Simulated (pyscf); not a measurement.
[O=Mo(OH)(OH)–Cl]• -> [O=Mo(=O)–Cl]• + H₂O, an elimination (doublet surface; H–O, Mo–O broken, H–O formed). Structures and frequencies: ωB97X-D3(BJ)/def2-SVP in PySCF. Energies in kJ/mol from the reactant's lowest minimum found.

Small-basis levels: PySCF, no dispersion term, spherical d functions. AM1 to PM7: differences of heats of formation from MOPAC, which are fitted to 298 K values and so differ in kind from electronic energies by zero-point and thermal terms. GFN2-xTB: tblite. Open shells are spin-unrestricted. 

| level | barrier | reaction energy |
|---|---|---|
| B3LYP/LANL2DZ | 152.3 | +191.2 |
| B3LYP/6-31G*+LANL2DZ | 138.2 | +164.4 |
| M06-2X/6-31G*+LANL2DZ | 137.3 | +174.9 |
| B3LYP/6-311+G**+LANL2DZ | 148.6 | +145.3 |
| B3LYP/def2-SVP | 140.3 | +173.3 |
| GFN2-xTB | 123.0 | +92.9 |
| AM1 | 236.2 | +153.2 |
| PM6 | 188.8 | +64.2 |
| PM7 | 205.9 | +101.4 |
| ωB97M-D3(BJ)/def2-TZVP | 151.4 | +167.4 |

Against the last row the barrier runs from -28.4 (GFN2-xTB) to +84.9 kJ/mol (AM1). ωB97M-D3(BJ)/def2-TZVP has limits of its own. On the product side the descent ends in an adduct with a Mo–O contact, 120.2 kJ/mol under the separated species and 94.8 kJ/mol under the saddle at ωB97X-D3(BJ)/def2-TZVP. At ωB97M-D3(BJ) the saddle lies under the separated products, which points to a path from their complex (located at ωB97X-D3(BJ) alone), and parting the products costs more than the saddle. What is counted as broken (Mo–O) persists as a longer contact in the product adduct; parting that adduct is a step of its own. This is the saddle that the search found; another between the same sides may lie lower. Open-shell species with a d-block atom are single-reference here; other states, and whether the spin sits on metal or ligand, were not checked. In the def2 sets elements past Kr carry core potentials, without spin-orbit coupling.
